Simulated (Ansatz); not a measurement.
# C2H5 radical: geometry and frequencies at several levels

An exercise on one series of results from a longer session: the logs are not shown, and one member is left open.

Program: Ansatz 0.2.0. Level of theory: the levels named in each step. These are calculated values, not measurements.

## The system as given

Bond lengths: C1–C2 1.471 Å, C1–H3 1.073 Å, C1–H4 1.071 Å, C2–H5 1.099 Å, C2–H6 1.089 Å, C2–H7 1.090 Å. Angles: C1–C2–H5 111.3°, C1–C2–H6 111.3°, C1–C2–H7 111.2°, H5–C2–H6 106.1°, H5–C2–H7 107.4°, H6–C2–H7 109.4°, C2–C1–H3 120.4°, C2–C1–H4 120.6°, H3–C1–H4 118.5°.

As a file:

```xyz
7

C     0.7555   -0.1142   -0.0195
C    -0.6982    0.1075    0.0070
H     1.4316    0.6835    0.2215
H     1.1553   -1.0984   -0.1565
H    -1.1046   -0.0286    1.0192
H    -0.9486    1.1268   -0.2840
H    -1.2153   -0.5933   -0.6489
```

Set-up of the first run:

input.yaml

```yaml
crystal:
  periodic: [false, false, false]
  atoms:
    - { symbol: C, position_ang: [0.76191474, -0.11305139, -0.02027844] }
    - { symbol: C, position_ang: [-0.6996087, 0.10973907, 0.00896782] }
    - { symbol: H, position_ang: [1.45131066, 0.68445966, 0.22265688] }
    - { symbol: H, position_ang: [1.17110841, -1.10537593, -0.15494034] }
    - { symbol: H, position_ang: [-1.11586848, -0.03411059, 1.01739831] }
    - { symbol: H, position_ang: [-0.96246853, 1.12719621, -0.28984623] }
    - { symbol: H, position_ang: [-1.2307181, -0.58558704, -0.64519802] }
magnetization:
  spin_polarized: true
  initial_magnetization: 1
basis:
  gaussian: { orbitals: def2-TZVPP }
hamiltonian:
  xc: pbe0
  dispersion: d4
phonons: {}
```

Launch:

```sh
> ansatz run input.yaml --threads 2 --pin off --max-ram 5120MiB --backend cpu --events-out ev --progress --plain --runs-dir out
```

Steps of the session up to this table: Frequencies, PBE0-D4/def2-TZVPP; Relaxation, PBE-D4/def2-TZVPP; Frequencies, PBE-D4/def2-TZVPP; Relaxation, r2SCAN-D4/def2-TZVPP; Frequencies, r2SCAN-D4/def2-TZVPP; Relaxation, B3LYP-D4/def2-TZVPP; Frequencies, B3LYP-D4/def2-TZVPP; Relaxation, B2PLYP/def2-TZVPP.

One of the session's tables, all rows but one given; the rest of the session is left out.

It belongs to the step «Geometries side by side». 

| level | dipole (D) | highest frequency (cm⁻¹) |
| --- | --- | --- |
| PBE0-D4/def2-TZVPP | 0.31 | 3267 |
| PBE-D4/def2-TZVPP | ? | ? |
| r2SCAN-D4/def2-TZVPP | 0.30 | 3247 |
| B3LYP-D4/def2-TZVPP | 0.31 | 3245 |
| B2PLYP/def2-TZVPP | 0.29 | - |

Q: Estimate the row for PBE-D4/def2-TZVPP from the others.

The run gave: dipole (D): 0.34; highest frequency (cm⁻¹): 3183. In the column «dipole (D)» it is the highest.
